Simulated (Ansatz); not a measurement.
Ansatz (an electronic-structure program) input (wB97M-V/def2-TZVPD):

Ansatz 0.2 input:
```yaml
crystal:
  periodic: [false, false, false]
  atoms:
    - {symbol: C, position_ang: [1.13228689, -0.40255019, 0.03573367]}
    - {symbol: C, position_ang: [-0.06084393, 0.55816703, 0.03963237]}
    - {symbol: N, position_ang: [-1.34580162, -0.08769799, 0.01271910]}
    - {symbol: H, position_ang: [2.07177877, 0.15098225, 0.08586566]}
    - {symbol: H, position_ang: [1.08765095, -1.07374850, 0.89469680]}
    - {symbol: H, position_ang: [1.14287038, -1.00959134, -0.87255254]}
    - {symbol: H, position_ang: [0.00724559, 1.20999155, -0.84834175]}
    - {symbol: H, position_ang: [-0.01826377, 1.21828069, 0.90999372]}
    - {symbol: H, position_ang: [-1.29932838, -0.81572973, -0.71089176]}
basis:
  gaussian:
    orbitals: def2-TZVPD
hamiltonian:
  xc: {name: wB97M-V}
magnetization: {spin_polarized: true, initial_magnetization: 1}
output: {forces: true}
```

Output:

```
Functional definition: wB97M-V
integrals: 0.07 GiB planned
833 factors; their error is unknown
integrals: 0.11 GiB planned
349 factors; integrals over basis functions are off by at most 4.6e-6 eV
mean field: 1.13 GiB planned
mean field evaluation 1: about -3655.6286 eV, gradient 2.9e1 eV
mean field evaluation 2: about -3657.4427 eV, gradient 2.1e1 eV
mean field evaluation 4: about -3659.4236 eV, gradient 1.1e0 eV
mean field evaluation 8: about -3659.4452 eV, gradient 1.0e-1 eV
mean field evaluation 16: about -3659.4180 eV, gradient 6.3e-3 eV
mean field -3659.41796511 eV, -134.4811297752 hartree, gradient 2.7e-5 eV, S^2 0.753798; 0 other end points of the search recorded, 0 dependent functions left out
the calculation of the forces begins
reference -3659.41801597 eV, -134.4811316445 hartree; 13, 12 occupied and 152, 153 virtual orbitals, 833 factors
Total energy: -3659.41801597 eV, -134.4811316445 hartree
Atom 0 at     1.132287    -0.402550     0.035734 Å, force    -0.072839     0.011149     0.003024 eV/Å
Atom 1 at    -0.060844     0.558167     0.039632 Å, force     0.044446     0.012233     0.002907 eV/Å
Atom 2 at    -1.345802    -0.087698     0.012719 Å, force     0.093479    -0.054462    -0.080325 eV/Å
Atom 3 at     2.071779     0.150982     0.085866 Å, force    -0.043917    -0.011684    -0.003322 eV/Å
Atom 4 at     1.087651    -1.073748     0.894697 Å, force     0.000975     0.020214    -0.020398 eV/Å
Atom 5 at     1.142870    -1.009591    -0.872553 Å, force    -0.007681     0.017800     0.020864 eV/Å
Atom 6 at     0.007246     1.209992    -0.848342 Å, force    -0.019137    -0.034221     0.038649 eV/Å
Atom 7 at    -0.018264     1.218281     0.909994 Å, force    -0.003233    -0.031188    -0.034680 eV/Å
Atom 8 at    -1.299328    -0.815730    -0.710892 Å, force     0.007907     0.070159     0.073280 eV/Å
Dipole moment:     0.375236    -0.043065    -0.200321 e Å
```

It need not be the lowest isomer of its formula.
